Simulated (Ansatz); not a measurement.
## Two structures, one formula

The two ends of one reaction step of CH₆SSi, closed shell (PBE0-D4/def2-TZVP).

A:

```csv
atom,x (Å),y (Å),z (Å)
Si1,-0.7547,-0.4100,0.7684
C2,1.0327,-0.9713,0.3342
H3,-1.5533,0.6836,-1.9614
S4,-0.7723,1.2542,-1.0248
H5,-0.3528,0.8316,1.5746
H6,1.0399,-1.7015,-0.4795
H7,1.4009,-1.4974,1.2240
H8,1.7489,-0.1781,0.1091
H9,-1.7893,1.9889,-0.5445
```

B:

Si1  (-0.570, 0.145, 0.191)
C2  (0.987, -0.878, 0.196)
H3  (-1.753, -0.682, -0.171)
S4  (-0.278, 1.691, -1.265)
H5  (-0.823, 0.742, 1.530)
H6  (1.164, -1.320, -0.787)
H7  (0.905, -1.687, 0.926)
H8  (1.852, -0.265, 0.460)
H9  (-1.484, 2.253, -1.080)
(Å)

Computed with Ansatz 0.2.0 (basis: def2-TZVPP); correlated methods freeze the cores. B3LYP uses VWN-RPA correlation.

**Question.** Which structure is lower at CCSD(T), and by how much? (Judge from chemistry; the value comes from the calculation.)

**Answer.** Computed: B, by 57.25 kcal/mol (electronic energy, against the other). By their contacts, A is CH₆SSi ([CH3][SiH][SH2]) and B is CH₆SSi ([CH3][SiH2][SH]).

All methods give the same order:

```tsv
method	E(B) − E(A) (kcal/mol)
SPW92	-52.66
PBE-D4	-52.76
BLYP-D4	-52.36
r2SCAN-D4	-58.26
B97M-V	-56.96
PBE0-D4	-56.37
B3LYP-D4	-55.58
r2SCAN0-D4	-59.69
BHLYP-D4	-59.41
CAM-B3LYP-D4	-58.01
wB97X-V	-59.41
wB97M-V	-56.14
B2PLYP	-57.88
PBE-QIDH	-59.90
RPA on PBE	-55.02
HF	-63.69
MP2	-60.14
CCSD	-58.07
CCSD(T)	-57.25
```

No T1 diagnostic of these runs exceeds 0.013.

Labels in which every atom is bracketed show which atoms are joined, not bond orders.

For scale, one of the runs: CCSD(T)/def2-TZVPP, 199 basis functions, launched by `ansatz run in.yaml --threads 2 --pin off --events-out ev --progress --plain --max-ram 4352MiB`. Time: 34 s of wall clock on 2 CPU threads of an Arm Neoverse V2; the host was shared. Peak host memory: 2.2 GiB.
